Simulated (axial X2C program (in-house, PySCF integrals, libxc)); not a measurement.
**Low determinants of NaN at the PBE0 level, with spin–orbit coupling**

Calculated with an in-house all-electron X2C program for linear molecules (integrals from PySCF). Two-component (2c) means X2C with spin–orbit coupling and atomic mean-field two-electron Coulomb and Gaunt terms. Basis: Na dyall-cv3z [9s8p5d2f], N dyall-av3z [7s7p3d2f] (cores contracted in-house); Gaussian nuclei, density fitting, unrestricted open shells. Masses: Na 22.990 u, N 14.003 u.

Search at 2.200 Å (vertical energies from the lowest determinant):

| ΔE (eV) | state | electrons beyond evenly filled partner blocks | electrons in ±ω = 1/2, 3/2, 5/2, 7/2 |
| --- | --- | --- | --- |
| 0.00 | Ω = 1 | ω = -1/2, ω = 3/2 | 15 3 0 0 |
| 0.66 | Ω = 2 | ω = 1/2, ω = 3/2 | 15 3 0 0 |
| 1.17 | Ω = 1 | 2 × ω = 1/2 | 14 4 0 0 |
| 1.60 | Ω = 0 | none | 16 2 0 0 |
| 1.61 | Ω = 0 | none | 14 4 0 0 |
| 2.79 | Ω = 0 | 3 × ω = 1/2, ω = -3/2 | 15 3 0 0 |
| 3.31 | Ω = 3 | 2 × ω = 3/2 | 14 4 0 0 |

Lowest determinant, Ω = 1 (⟨Sz⟩ = 1.00, ⟨Lz⟩ = 0.00 at PBE0): Re = 2.237 Å, ωe = 391.5 cm⁻¹.

The determinant in row 2 of the search, Ω = 2 (⟨Sz⟩ = 1.00, ⟨Lz⟩ = 1.00 at PBE0), was followed along the bond at PBE0; measured from the minimum of the lowest determinant it gives:

Te = 0.615 eV (4958 cm⁻¹), Re = 2.076 Å, ωe = 479.8 cm⁻¹.

Q: Compare the bond of the determinant in row 2 with that of the lowest one.

A: At PBE0 its Re is 0.161 Å shorter and its force constant, which goes as ωe², is 1.50 times that of the lowest determinant. T0 ≈ Te + Δωe/2 = 4958 + (44) = 5002 cm⁻¹.

The search compares states at one distance, so a state with another bond length can lie lower; it is not exhaustive and yields mostly the lowest determinant of each block pattern, so other components and higher states of one pattern are missing. These are energies of single determinants, not of spin-adapted states; PBE0 term energies can be off by some tenths of an eV, and the functional has no current term. Open-shell Ω = 0 determinants with evenly filled partner blocks cannot be reached by this program, so the Ω shown need not be the lowest component.
